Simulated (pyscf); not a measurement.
Thermochemistry of product channels of `[OH][Si]([Cl])([Cl])[Cl]` + `[H]` [doublet] on the doublet surface, in kcal/mol, from ωB97M-D3(BJ)/def2-TZVP energies (ideal gas, 1 atm, RRHO with modes under 100 cm⁻¹ raised to 100, one conformer, R ln 2 for chiral ones without a mode under 150 cm⁻¹). Structures and frequencies: ωB97X-D3(BJ)/def2-SVP in PySCF.

```
products                                         ΔE  ΔH(298 K)  ΔG(600 K)  ΔG(900 K)
----------------------------------------------  ---  ---------  ---------  ---------
`[O][Si]([Cl])([Cl])[Cl]` [doublet] + `[H][H]`  ___      +18.1      +16.0      +15.1
`[OH][Si]([Cl])[Cl]` [doublet] + `[ClH]`        ___      +11.1       +4.7       +2.2
```

Complete the blanks.


- `[O][Si]([Cl])([Cl])[Cl]` [doublet] + `[H][H]`, ΔE: +18.7
- `[OH][Si]([Cl])[Cl]` [doublet] + `[ClH]`, ΔE: +8.5

These are energies of the channels, which say nothing of barriers.
